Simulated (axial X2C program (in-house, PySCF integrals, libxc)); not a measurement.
How long does NaP⁺ take?

A bond scan computed with an in-house all-electron X2C program for linear molecules (integrals from PySCF). Basis: P dyall-v3z [8s7p2d1f], Na dyall-cv3z [9s8p5d2f] (cores contracted in-house).

Input:
```json
{"zs": [15, 11], "q": 1, "bas": ["dyall-v3z", "dyall-cv3z"], "levels": ["PBE0", "HF", "PBEsol"], "cc": true, "r0": 2.62, "thr": -2.0, "nmax": 90, "npts": 10, "nst": 2, "ntry": 6}
```
```bash
python so2c.py task.json out
```

Keys: zs atomic numbers; q charge; bas basis sets; levels methods; cc coupled cluster on or off; r0 starting distance in Å; thr threshold in hartree for freezing inner shells (an s shell follows its p shell); nmax most natural virtual spinors; npts points on the curve; nst determinants followed; ntry starts of the search. HF also brings MP2.

Hardware: 1 thread of Intel(R) Xeon(R) 6975P-C (Granite Rapids) (shared host).

Wall time of one point of each curve, integrals apart:

```json
{"Hamiltonian": "spin-free", "level": "PBE0", "points": "10", "seconds a point": "0.14"}
{"Hamiltonian": "spin-free", "level": "HF", "points": "10", "seconds a point": "0.056"}
{"Hamiltonian": "spin-free", "level": "CCSD(T) (13 electrons, 89 virtuals)", "points": "7", "seconds a point": "4.4"}
{"Hamiltonian": "spin-free", "level": "PBEsol", "points": "10", "seconds a point": "0.12"}
{"Hamiltonian": "2c", "level": "PBE0", "points": "10", "seconds a point": "0.16"}
{"Hamiltonian": "2c", "level": "HF", "points": "10", "seconds a point": "0.09"}
{"Hamiltonian": "2c", "level": "CCSD(T) (13 electrons, 90 virtuals)", "points": "7", "seconds a point": "5.3"}
{"Hamiltonian": "2c", "level": "PBEsol", "points": "10", "seconds a point": "0.13"}
```

The rest:

Search with its distance optimisation 6.8 s, atoms 5.2 s, whole task 90 s. Coupled cluster runs on the points near the minimum only. The program drops outer points, and coupled cluster, when its time limit (not in the input) nears; MP2, further determinants and curves that did not converge are not in the table.
